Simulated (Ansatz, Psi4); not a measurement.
# CH2S (methanethial): the vertical energy of the triplet above the singlet from total energies

CH2S: 4 atoms, total charge 0, spin state singlet. As SMILES, `C=S`. The shape is that of a PBE0-D4/def2-TZVP optimisation.

Both states at this one shape; open shells run unrestricted unless said. 1 Eh = 27.2114 eV.

```tsv
level	program	singlet CH2S (Eh)	triplet CH2S (Eh)
PBE/STO-3G	Ansatz	-432.320610	-432.246102
B3LYP/STO-3G	Ansatz	-432.556859	-432.488982
BHLYP/STO-3G	Ansatz	-432.534901	-432.480193
OMP2/def2-TZVPP (density fitting for correlation), 6 core orbitals frozen	Psi4	-436.892281	-436.818382
```

Work out the vertical gap, second state less first, at each level.


1. PBE/STO-3G: -432.246102 − (-432.320610) = 0.074508 Eh = 2.03 eV.
2. B3LYP/STO-3G: -432.488982 − (-432.556859) = 0.067877 Eh = 1.85 eV.
3. BHLYP/STO-3G: -432.480193 − (-432.534901) = 0.054708 Eh = 1.49 eV.
4. OMP2/def2-TZVPP (density fitting for correlation): -436.818382 − (-436.892281) = 0.073899 Eh = 2.01 eV.

No measured value is set beside it here; the levels span 1.49 to 2.03 eV. Minimal sets are far from the basis-set limit.
